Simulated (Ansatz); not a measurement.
`[AlH2][S][AlH2]` and `B[S][AlH2]` differ in one atom or group.

Ansatz, PBE0-D4/def2-TZVP geometries, multiplicity 1. 

```tsv
property	`[AlH2][S][AlH2]`
HOMO–LUMO gap (B3LYP/def2-TZVPP) / eV	6.05
HOMO–LUMO gap (PBE0/def2-TZVPP) / eV	6.51
LUMO energy (B3LYP/def2-TZVPP) / eV	-1.84
size of the dipole moment (B3LYP/def2-TZVPP) / D	0.78
LUMO energy (ωB97M-V/def2-TZVPP) / eV	0.00
HOMO–LUMO gap (PBE/def2-TZVPP) / eV	4.64
```

(1) What does the change do to each property? (Best estimate.)

Answers

(1) Computed: 
| property | `B[S][AlH2]` | shift |
| --- | --- | --- |
| HOMO–LUMO gap (B3LYP/def2-TZVPP) / eV | 5.90 | -0.15 |
| HOMO–LUMO gap (PBE0/def2-TZVPP) / eV | 6.30 | -0.21 |
| LUMO energy (B3LYP/def2-TZVPP) / eV | -2.08 | -0.24 |
| size of the dipole moment (B3LYP/def2-TZVPP) / D | 0.93 | 0.15 |
| LUMO energy (ωB97M-V/def2-TZVPP) / eV | -0.16 | -0.16 |
| HOMO–LUMO gap (PBE/def2-TZVPP) / eV | 4.22 | -0.42 |

Dipoles are sizes alone; their direction can turn.

B3LYP here is the variant with VWN-RPA as its local correlation; programs differ in this.
